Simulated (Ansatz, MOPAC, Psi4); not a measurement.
Process, species as SMILES: F[SiH2][SiH3] [fluoro(silyl)silane] -> [SiH2][SiH3] (Si2H5) + F atom (the F-Si bond breaks)

Wanted: bond dissociation energy (enthalpy at 298 K), in kcal/mol. Set-up: dispersion terms only where a functional's name holds one; frozen cores in correlated levels; no spin-orbit coupling; six Cartesian d functions in 6-31G* and its kin unless marked 5d; UHF or UKS for open shells; non-relativistic. Basis-set limits of correlation are two-point, X^-3; Hartree-Fock from the larger set. The bracket is a focal-point correction in the basis named. Ab initio and DFT rows: single points at B3LYP-D3(BJ) geometries (Ansatz, an electronic-structure program), with unscaled harmonic terms from B3LYP/6-31G* (Ansatz) at its own minima. Semi-empirical rows: MOPAC heats of formation at their own minima for 298 K.

```
species               coefficient  E at wB97X-D/6-31G* (Psi4), Eh  E at wB97X-V/def2-TZVPD (Ansatz), Eh  H(298 K) - E, kcal/mol  heat of formation at PM3 (MOPAC), kcal/mol
--------------------  -----------  ------------------------------  ------------------------------------  ----------------------  ------------------------------------------
F[SiH2][SiH3]                  -1                      -681.80352                            -681.81993                   32.27                                      -71.15
[SiH2][SiH3] (Si2H5)           +1                      -581.88503                            -581.84957                   28.63                                       45.08
F atom                         +1                       -99.69074                             -99.73522                    1.48                                       18.89
```

Coupled cluster (Ansatz) is a level with limits of its own, used here on species with T1 under 0.025 (0.045 for open shells) and stable references: RI-MP2/CBS(cc-pV(T+d)Z,cc-pV(Q+d)Z)+[CCSD(T)-MP2]/cc-pV(T+d)Z. Value to compare with, RI-MP2/CBS(cc-pV(T+d)Z,cc-pV(Q+d)Z)+[CCSD(T)-MP2]/cc-pV(T+d)Z (Ansatz): 147.5 kcal/mol. 1 Eh = 627.5095 kcal/mol.

**Question.** Compute it at each level from the table, and compare with RI-MP2/CBS(cc-pV(T+d)Z,cc-pV(Q+d)Z)+[CCSD(T)-MP2]/cc-pV(T+d)Z (Ansatz).

**Answer.** 
- wB97X-D/6-31G*: the sum of coefficient times E is 0.22775 Eh, or 142.92 kcal/mol; the thermal terms add -2.16. Result: 140.8 kcal/mol. Its difference against RI-MP2/CBS(cc-pV(T+d)Z,cc-pV(Q+d)Z)+[CCSD(T)-MP2]/cc-pV(T+d)Z (Ansatz) is -6.7 kcal/mol.
- wB97X-V/def2-TZVPD: the sum of coefficient times E is 0.23514 Eh, or 147.55 kcal/mol; the thermal terms add -2.16. Result: 145.4 kcal/mol. Its difference against RI-MP2/CBS(cc-pV(T+d)Z,cc-pV(Q+d)Z)+[CCSD(T)-MP2]/cc-pV(T+d)Z (Ansatz) is -2.1 kcal/mol.
- PM3: the sum of coefficient times heat of formation is 135.12 kcal/mol; it needs no thermal term. Its difference against RI-MP2/CBS(cc-pV(T+d)Z,cc-pV(Q+d)Z)+[CCSD(T)-MP2]/cc-pV(T+d)Z (Ansatz) is -12.4 kcal/mol.
